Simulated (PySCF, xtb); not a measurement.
Acid–base and redox partners of C. Isolated molecules, 0 K electronic values unless said otherwise. Strings in code marks are SMILES.

Quantity: gas-phase deprotonation enthalpy at 298 K, in eV. Enthalpy corrections at 298 K come from GFN2-xTB frequencies (xtb). Levels without diffuse functions put anions too high.

Level 1: PBE-D3(BJ)/def2-TZVPD // ωB97X-D3(BJ)/def2-TZVPD (PySCF)
Level 2: M06-2X/6-31G* // ωB97X-D3(BJ)/def2-TZVPD (PySCF)
Level 3: PBE/6-31G* // ωB97X-D3(BJ)/def2-TZVPD (PySCF)
Level 4: HF/6-31G* // ωB97X-D3(BJ)/def2-TZVPD (PySCF)

```json
[
 {"species": "proton removed from C1: `[CH3-]`", "level 2": "19.27", "level 3": "19.35", "level 4": "19.40"}
]
```

**Question.** What does level 1 give for each?

**Answer.** 
- proton removed from C1: `[CH3-]`: 18.03
